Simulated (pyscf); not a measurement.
H₃Ge–SnH₃ (SMILES [GeH3][SnH3]) + HF (SMILES F) -> SnH₄ (SMILES [SnH4]) + F–GeH₃ (SMILES [F][GeH3]), a four-centre exchange (singlet surface; Ge–Sn, F–H broken, H–Sn, F–Ge formed). Optimised with ωB97X-D3(BJ)/def2-SVP in PySCF. Energies in kcal/mol from the separated reactants.

Small-basis levels: PySCF, no dispersion term, spherical d functions. AM1 to PM7: differences of heats of formation from MOPAC, which are fitted to 298 K values and so differ in kind from electronic energies by zero-point and thermal terms. GFN2-xTB: tblite. Cost: rough CPU time at the saddle relative to B3LYP/6-31G*+LANL2DZ, from one job on a shared machine.

| level | barrier | reaction energy | cost |
|---|---|---|---|
| SVWN5/6-31G*+LANL2DZ | 20.5 | -7.5 | 1 |
| BP86/6-31G*+LANL2DZ | 32.4 | -10.2 | 2 |
| PBE/6-31G*+LANL2DZ | 30.1 | -8.6 | 2 |
| B3LYP/LANL2DZ | 41.1 | -11.4 | 1.0 |
| M06-2X/6-31G*+LANL2DZ | 39.3 | -12.4 | 2 |
| PBE/def2-SVP | 28.9 | -5.9 | 4 |
| B3LYP/def2-SVP | 37.1 | -8.4 | 3 |
| GFN2-xTB | 37.7 | -24.0 | under 0.02 |
| AM1 | 20.9 | +20.0 | under 0.02 |
| PM3 | 55.7 | +8.7 | under 0.02 |
| PM6 | 63.7 | +25.2 | under 0.02 |
| PM7 | 78.1 | +32.6 | under 0.02 |
| ωB97M-D3(BJ)/def2-TZVP | 42.9 | -4.4 | – |

Against the last row the barrier runs from -22.4 (SVWN5/6-31G*+LANL2DZ) to +35.2 kcal/mol (PM7). ωB97M-D3(BJ)/def2-TZVP has limits of its own. The same reactants have a lower exit, to F–SnH₂–GeH₃ + H₂ (barrier +26.4 kcal/mol at ωB97M-D3(BJ)/def2-TZVP, against +42.9 kcal/mol here). This is the saddle that the search found; another between the same sides may lie lower. In the def2 sets elements up to Kr have no core potential. In the def2 sets elements past Kr carry core potentials, without spin-orbit coupling.
